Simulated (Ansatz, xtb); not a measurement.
Two isomers of H4N2O

Structure I is `N[NH2+][O-]`, a singlet and structure II is `NNO`, a singlet. Both are isolated molecules in the gas phase, relaxed with PBE0-D3(BJ)/def2-SVP; the shapes shown needn't be the lowest conformers.

I (Å):

```yaml
atoms:
  - { symbol: N, position_ang: [-0.8702, 0.2094, -2.9093] }
  - { symbol: N, position_ang: [-1.4853, -0.8172, -2.0442] }
  - { symbol: O, position_ang: [-0.7213, -1.4154, -1.2058] }
  - { symbol: H, position_ang: [-0.0811, -0.3031, -3.3159] }
  - { symbol: H, position_ang: [-0.4068, 0.8133, -2.2228] }
  - { symbol: H, position_ang: [-2.2825, -0.2873, -1.6239] }
  - { symbol: H, position_ang: [-1.9476, -1.4359, -2.7488] }
```

II (Å):

```yaml
atoms:
  - { symbol: N, position_ang: [-0.8860, 0.5285, -2.0490] }
  - { symbol: N, position_ang: [-1.1328, -0.7912, -1.7362] }
  - { symbol: O, position_ang: [-1.2272, -1.5976, -2.9071] }
  - { symbol: H, position_ang: [-0.2362, 0.6164, -2.8364] }
  - { symbol: H, position_ang: [-1.7595, 0.9767, -2.3175] }
  - { symbol: H, position_ang: [-0.2927, -1.1484, -1.2839] }
  - { symbol: H, position_ang: [-2.1460, -1.8890, -2.9051] }
```

Quicker runs give these differences E(II) − E(I): GFN2-xTB −127.2 kJ/mol; HF/STO-3G −297.7 kJ/mol (at GFN2-xTB geometries); r2SCAN-D4/def2-SVP −90.0 kJ/mol (at GFN2-xTB geometries).

Question: Estimate E(II) − E(I) at the level CCSD(T)/def2-TZVPP.

Answer: Calculated at CCSD(T)/def2-TZVPP: E(II) − E(I) = −90.6 kJ/mol, so structure II lies lower.

The same difference at several levels:

| level | geometry | E(II) − E(I) (kJ/mol) | departure from the last row (kJ/mol) | job, with rough time for the two |
| --- | --- | --- | --- | --- |
| GFN2-xTB | GFN2-xTB | −127.2 | −36.6 | optimisation, 0.056 s |
| HF/STO-3G | GFN2-xTB | −297.7 | −207.1 | single point, 0.16 s |
| r2SCAN-D4/def2-SVP | GFN2-xTB | −90.0 | +0.6 | single point, 2.5 s |
| PBE0-D3(BJ)/def2-SVP | PBE0-D3(BJ)/def2-SVP | −91.1 | −0.5 | optimisation, 16 s |
| HF/def2-TZVPP | PBE0-D3(BJ)/def2-SVP | −104.6 | −14.0 | part of the CCSD(T) run |
| MP2/def2-TZVPP | PBE0-D3(BJ)/def2-SVP | −88.6 | +1.9 | part of the CCSD(T) run |
| CCSD(T)/def2-TZVPP | PBE0-D3(BJ)/def2-SVP | −90.6 |  | single point, 57 s |

As drawn, II has 1 O–H in place of 1 N–H.

None of the levels shown reverses the order. The largest departure from CCSD(T)/def2-TZVPP is that of HF/STO-3G, 207.1 kJ/mol.

With harmonic frequencies from PBE0-D3(BJ)/def2-SVP (ideal gas, rigid rotor, one conformer each, 298.15 K, 1 atm): on the last row, ΔE + ΔZPE = −92.1, ΔH = −91.3, ΔG = −92.4 kJ/mol.

The correlated steps freeze 3 core orbitals. Mirror images aren't counted in ΔG. Codes used: Ansatz 0.2.0, xtb 6.7.1; the last row on 1 thread of Arm Neoverse V2 on a shared host.
